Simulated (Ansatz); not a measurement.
The same path of AlClFH (4 atoms, charge 0, multiplicity 1) was run twice with different band settings. Lost on the way: Al1–H2, Al1–F3. Made: H2–F3.

Computed with RKS PBE-D4/def2-SVP in Ansatz.

Relaxed end points:

```xyz
4
Properties=species:S:1:pos:R:3
Al 0.336 0.000 0.247
H 0.338 0.000 1.823
F 1.787 0.000 -0.584
Cl -1.429 0.000 -0.891
```

```xyz
4
Properties=species:S:1:pos:R:3
Al -0.883 0.000 0.634
H 1.731 0.000 1.183
F 1.489 0.000 0.272
Cl -1.305 0.000 -1.493
```

Common settings: spring 5.0 eV/Å²; optimiser quadratic models (default); start path through a guess of the saddle point; force threshold 0.03 eV/Å; iteration limit 60; end points relaxed.

| run | movable images | climbing image |
| --- | --- | --- |
| 1 | 7 | yes |
| 2 | 1 | no |

Problem. What does each run give, and how far can it be trusted?

Solution. Run 1: converged after 9 iterations, highest image 2.766 eV above the first end. A vibrational analysis at the climbing image gives one clearly imaginary mode, 1077i cm⁻¹: a first-order saddle point.
Run 2: converged after 11 iterations, highest image 2.232 eV above the first end. The highest image is an end point: on this band no image between the ends rises above it. So few images can step over the top or miss a turn of the path.
The orbitals stay closed-shell, which can raise the energy where a bond breaks towards radicals; this wasn't checked here.
